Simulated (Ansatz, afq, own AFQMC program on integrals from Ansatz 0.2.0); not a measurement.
**O, triplet: AFQMC among the cluster methods**

A free O atom.

Basis def2-TZVPP. Only valence electrons are correlated. AFQMC by an in-house program on the Cholesky factors that Ansatz 0.2.0 writes for its CCSD(T) run. The CISD trial takes its coefficients from CCSD amplitudes. Released means that phaseless walkers are propagated on without the constraint, phases kept. Free projection: walkers drawn from exp(T), propagated without any constraint. Its projection time is finite, and what remains of the start isn't in its error. Uncertainties: one standard error, sampling alone.

Determinant: UHF, the one that the program's search chose, which needn't be the lowest solution.

Full CI on the same integrals is exact in this basis and with this determinant's frozen core.

Cautions: the ph-AFQMC/HF walk drifts between its halves (2.3 errors).

* T1 diagnostic: 0.0064
* weight of the determinant in the CISD state: 0.963
* ⟨S²⟩ of the determinant: 2.008
* size of the correlated space: 6 electrons in 30 orbitals

```
  level  correlation energy (eV)
    MP2                  -3.8550
   CCSD                  -4.3069
CCSD(T)                  -4.3843
```

Estimate where phaseless AFQMC with a CISD trial lies against CCSD(T) on the same integrals.

0.12 ± 0.06 kcal/mol below CCSD(T).

Reference: full CI, correlation energy -4.395 eV. The released energy is read at 1.50 1/Eh (meV from the phaseless value at times in 1/Eh: -2.5 ± 1.0 at 0.24, -3.6 ± 0.8 at 0.50, -4.3 ± 0.7 at 1.00, -2.8 ± 1.7 at 1.50).

```
         level  E − E(reference) (kcal/mol)  share of correlation (%)
       CCSD(T)                         0.24                     99.77
         CCSDT                         0.04                     99.96
      CCSDT(Q)                         0.00                    100.00
        CCSDTQ                         0.00                    100.00
   ph-AFQMC/HF                  1.91 ± 0.25                     98.12
 ph-AFQMC/CISD                  0.12 ± 0.06                     99.88
released AFQMC                  0.05 ± 0.04                     99.95
    free AFQMC                  0.00 ± 0.03                    100.00
```

CCSDT and higher add their correlation energy to the determinant of the CCSD(T) run, since their own runs factorise the integrals more tightly (a shift of under 2 meV). Free projections are given only where their last times agree within the noise and don't stop above the reference; a slow remainder of the start can still hide under it. A walk keeps the symmetry of its determinant, which the program's search chose and which needn't be the lowest solution, so a lower state of the same spin and another symmetry isn't excluded. Released energies are given only where the last usable release times agree within the noise; a slower fall can still hide under it.
